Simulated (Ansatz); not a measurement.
# Al3H (triplet): the correlation ladder, cc-pVTZ

One table from this session's results is given with a row withheld; the runs are named, their logs left out.

The runs use Ansatz 0.2.0, Gaussian basis; cc-pVTZ, core rule «outside noble gas», up to 15 orbitals frozen.

To be run: UHF; CCSD(T) on ROHF; CCSD(T) on UHF; BCCD(T) on ROHF; CCSDT(Q) on ROHF; CCSDT(Q) on UHF.

4 further runs of the same task are left out: 4 set aside as unsound or not needed.

## The system

The geometry is a PBE0/def2-TZVP stationary point (not a proven minimum) of the parent state, kept for this charge and spin.

4 atoms, charge 0, spin multiplicity 3.

Atoms are counted from 1 here; the program's logs count them from 0.

Bond lengths: Al1–Al2 2.725 Å, Al2–Al3 2.725 Å, Al2–H4 1.829 Å. Angles: Al1–Al2–Al3 106.7°, Al1–Al2–H4 53.4°, Al3–Al2–H4 53.4°.

The first run:

in.yaml reads:

```yaml
crystal:
  periodic: [false, false, false]
  atoms:
    - {symbol: Al, position_ang: [0.000000, 0.532764, 2.186919]}
    - {symbol: Al, position_ang: [0.000000, -1.093027, 0.000000]}
    - {symbol: Al, position_ang: [0.000000, 0.532764, -2.186919]}
    - {symbol: H, position_ang: [0.000000, 0.736113, 0.000000]}
basis:
  gaussian: {orbitals: cc-pVTZ}
magnetization: {spin_polarized: true, initial_magnetization: 2}
hamiltonian: {xc: hf}
output: {orbitals: {seedname: orbitals}}
```

Launch:

```bash
> ansatz run in.yaml --threads 1 --pin off --events-out ev --progress --plain --max-ram 4096MiB --backend cpu
```

Steps of the session up to this table: UHF; CCSD(T) on ROHF; CCSD(T) on UHF; BCCD(T) on ROHF; CCSDT(Q) on ROHF; CCSDT(Q) on UHF.

One table of the session follows, with a row left open; its other results are not shown here.

It belongs to the step «Misses and costs». 

```
   method  from RCCSDT(Q) (kcal/mol)
     ROHF                          ?
      UHF                    +149.29
     RMP2                     +33.46
     UMP2                     +39.25
    RCCSD                     +12.48
    UCCSD                     +12.10
 RCCSD(T)                      +2.43
 UCCSD(T)                      +2.69
  BCCD(T)                      +2.45
   RCCSDT                      +1.02
   UCCSDT                      +0.92
RCCSDT(Q)                          0
UCCSDT(Q)                      -0.10
```

Estimate the missing values for ROHF.

**Answer.** from RCCSDT(Q) (kcal/mol): +156.64. In the column «from RCCSDT(Q) (kcal/mol)» it is the highest.

Limits of these values: Restricted and unrestricted rows rest on different reference determinants; where their highest levels disagree by more than a few hundredths of an eV, they describe different states and don't form one ladder.
